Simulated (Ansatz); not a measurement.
SiH4 (silane): from total energies to a heat of formation

SiH4: 5 atoms, total charge 0, spin state singlet. SMILES: `[SiH4]`. Geometry: relaxed at PBE0-D4/def2-TZVP.

Total energies at BCCD(T)/3-21G, 5 core orbitals frozen (Ansatz 0.2.0); the atoms run unrestricted:

```tsv
species	state	energy (Eh)
SiH4	singlet	-289.774271
Si	triplet	-287.368552
H	doublet	-0.496199
```

Harmonic wavenumbers at PBE0-D4/def2-TZVP, in cm⁻¹: 907, 907, 907, 968, 968, 2236, 2246, 2246, 2246.

Measured heats of formation of the gaseous atoms at 298.15 K, in kJ/mol: Si 450.0, H 218.0. Spin-orbit lowering of the atoms at 298 K (mean of the ground term's levels less their thermal mean, from spectra), in kJ/mol: Si 0.44. Take 1 Eh = 2625.50 kJ/mol, 1 cm⁻¹ = 0.0119627 kJ/mol, RT = 2.479 kJ/mol.

Task: What heat of formation follows?

Result: 
1. Electronic atomisation energy: (-287.368552) + 4 × (-0.496199) − (-289.774271) = 0.420923 Eh = 1105.1 kJ/mol.
2. Zero-point energy: half the sum of the wavenumbers, 6815.5 cm⁻¹ = 81.5 kJ/mol.
3. Thermal vibrational enthalpy, Σ hcν̃/(exp(hcν̃/kT) − 1): 0.6 kJ/mol. Translation, rotation and pV of a non-linear molecule: 4 RT = 9.9 kJ/mol.
4. The 5 free atoms carry 5/2 RT each: 31.0 kJ/mol.
5. Spin-orbit coupling lowers the free atoms by 0.44 = 0.4 kJ/mol.
6. Atomisation enthalpy at 298 K: 1105.1 − 0.4 − 81.5 − 0.6 − 9.9 + 31.0 = 1043.7 kJ/mol.
7. Sum of the atoms' heats of formation: 1322.0 kJ/mol. Heat of formation: 1322.0 − 1043.7 = +278.3 kJ/mol.

The tabulated value is +34.3 kJ/mol (NIST-JANAF tables), so this level is off by +244.0 kJ/mol, or 18.9 % of the atomisation enthalpy that the table implies (1287.7 kJ/mol). Coupled cluster needs large bases for atomisation: in a finite one the molecule is underbound. A basis without polarisation functions underbinds badly. Anharmonicity and any spin-orbit splitting of the molecule are left out, and so is core correlation.
